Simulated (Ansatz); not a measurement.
A calculation with Ansatz (development build ahead of 0.2.0).

```yaml
crystal:
  periodic: [false, false, false]
  atoms:
    - { symbol: C, position_ang: [0.0056, -0.00813, -1.11773] }
    - { symbol: Cl, position_ang: [0.0021, -0.0012, 0.66569] }
    - { symbol: H, position_ang: [0.00078, -1.0269, -1.47632] }
    - { symbol: H, position_ang: [-0.90123, 0.50923, -1.48089] }
    - { symbol: H, position_ang: [0.89318, 0.51957, -1.46977] }
basis:
  gaussian: { orbitals: cc-pVTZ }
hamiltonian:
  xc: hf
```

The input is written out in the form of the current development build from the run's settings.

Results

| Property | Result |
| --- | --- |
| Converged | yes |
| Total energy | -499.14713 hartree |
| Spin squared of the determinant | 0.000 |
